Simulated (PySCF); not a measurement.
Species: oxalyl dichloride, C2Cl2O2.
InChI=1S/C2Cl2O2/c3-1(5)2(4)6

Torsions of this conformer, `[O:1]=[C:2]([Cl:3])[C:4](=[O:5])[Cl:6]`: O1–C2–C4–O5 178°.

The closed-shell ground state was solved at several levels (PySCF, density fitting, gas phase, non-relativistic). Isolated species at its PBE0-D3(BJ)/def2-SVP geometry (one conformer only).

```
           level  basis functions  total energy (Eh)  HOMO (eV)  LUMO (eV)  gap (eV)  dipole (D)
   PBE0/pcSseg-0               62         -1144.8765      -9.28      -3.89      5.39        0.03
PBE0/aug-cc-pVDZ              146         -1146.5506      -8.98      -3.57      5.41        0.03
    PBE0/cc-pVTZ              188         -1146.6249      -8.90      -3.46      5.44        0.03
   PBE0/IGLO-III              228         -1146.6151      -8.91      -3.49      5.42        0.04
```

(1) What might PBE0/cc-pVDZ (92 basis functions) give for the same quantities?

(2) Over all these levels, which gives the widest orbital gap and which the narrowest?

(3) How much does the basis alone move the frontier levels among the 5 PBE0 rows (the withheld one included)?

(4) How far do the dipole and the HOMO energy spread over the levels?

## Answers

(1) Total energy -1146.5310 Eh, HOMO -8.79 eV, LUMO -3.31 eV, gap 5.48 eV, dipole 0.03 D.

(2) PBE0/cc-pVDZ has the widest, 5.48 eV, and PBE0/pcSseg-0 the narrowest, 5.39 eV. From the narrowest to the widest the HOMO moves by +0.49 eV and the LUMO by +0.58 eV.

(3) The HOMO by 0.49 eV and the LUMO by 0.58 eV. By rising basis size (HOMO, LUMO in eV): pcSseg-0 -9.28, -3.89; cc-pVDZ -8.79, -3.31; aug-cc-pVDZ -8.98, -3.57; cc-pVTZ -8.90, -3.46; IGLO-III -8.91, -3.49.

(4) The dipole runs from 0.03 to 0.04 D (mean 0.03 D) and the HOMO from -9.28 to -8.79 eV.
